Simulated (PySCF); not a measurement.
# Silicon: a sound run and one with changed settings

Sound run: Si [Ne] 3s2 3p2, Si⁺ [Ne] 3s2 3p1. Calculation: PySCF 2.14, in jorge-DZP-DKH; scalar relativity by spin-free X2C-1e. In the sound run the correlated levels freeze [Ne]. The sound run starts from symmetry-adapted Hartree-Fock orbitals and uses a fine grid where one is needed.

A second run was set up differently.

| species | method | sound run (hartree) | changed run (hartree) | converged |
| --- | --- | --- | --- | --- |
| Si | MP2 | -289.49563 | -289.57525 | yes |
| Si | CCSD(T) | -289.51556 | -289.59639 | yes |
| Si⁺ | MP2 | -289.20512 | -289.28501 | yes |
| Si⁺ | CCSD(T) | -289.22392 | -289.30514 | yes |

Ionisation energy of Si:

| method | sound run (eV) | changed run (eV) |
| --- | --- | --- |
| UHF | 7.621 | 7.621 |
| MP2 | 7.905 | 7.898 |
| SCS-MP2 | 7.832 | 7.826 |
| CCSD | 7.925 | 7.916 |
| CCSD(T) | 7.936 | 7.925 |

Question: What was changed?
A. level shift left on
B. minimal basis
C. all electrons correlated in a valence basis
D. basis contracted for another Hamiltonian

Answer: C. A valence basis has no tight correlating functions, so it recovers only part of the core correlation, and not evenly between atom and ion.
